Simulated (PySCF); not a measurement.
# Reading a saddle point

A first-order saddle point of CH6SSi, singlet, PBE0-D4/def2-TZVP, with one imaginary mode of 1259i cm⁻¹:

```tsv
atom	x (Å)	y (Å)	z (Å)
Si1	-0.8415	-0.7148	0.0866
C2	0.6334	0.7656	0.0454
S3	0.1661	-2.1835	-0.8717
H4	0.7090	-0.4719	-0.4971
H5	-1.9749	-0.0065	-0.5640
H6	-1.0569	-0.7131	1.5570
H7	-0.1212	1.5530	-0.0472
H8	1.1117	0.7800	1.0217
H9	1.3743	0.9910	-0.7307
```

Program: PySCF 2.14 with density fitting (its default auxiliary sets; JK sets also for MP2 and CCSD(T)). Basis: def2-TZVPP and def2-QZVPP. Cores are frozen in the correlated methods. Extrapolation: Hartree–Fock as exp(−7.88 √X), correlation as X^−2.97.

Task: Which contacts change along the imaginary mode, and what lies on either side? (Judge from chemistry; the calculation decides.)

Result: The calculation gives: The step is CH₆SSi ([CH3][SiH2][SH]) → SiH₂S ([SiH2][S]) + CH₄, with the molecules in contact on both sides. Shortening one way: C2–H4; lengthening the same way: Si1–C2, S3–H4.
```json
{"pair": "C2–H4", "one side (Å)": "3.39", "saddle (Å)": "1.35", "other side (Å)": "1.09"}
{"pair": "Si1–C2", "one side (Å)": "1.86", "saddle (Å)": "2.09", "other side (Å)": "3.32"}
{"pair": "S3–H4", "one side (Å)": "1.34", "saddle (Å)": "1.83", "other side (Å)": "3.52"}
```

Task: Which side is lower, and how far does the saddle lie above each? (An estimate is asked for; the value comes from the calculation.)

Result: The calculation gives: The side with Si1–C2, S3–H4 short is lower by 24.95 kcal/mol; the saddle lies 56.20 kcal/mol above it and 31.25 kcal/mol above the other (CCSD(T) at an estimated basis limit (MP2 extrapolated from triple and quadruple zeta, plus CCSD(T) − MP2 in triple zeta); electronic energies).

T1 diagnostic: at most 0.017.

Labels in which every atom is bracketed show which atoms are joined, not bond orders.

For scale, one of the runs: CCSD(T)/def2-TZVPP, 199 basis functions, launched by `OMP_NUM_THREADS=4 python run.py`. Time: 5.2 min of wall clock on 4 CPU threads of an Arm Neoverse V1; the host was shared. Peak host memory: 2.1 GiB.
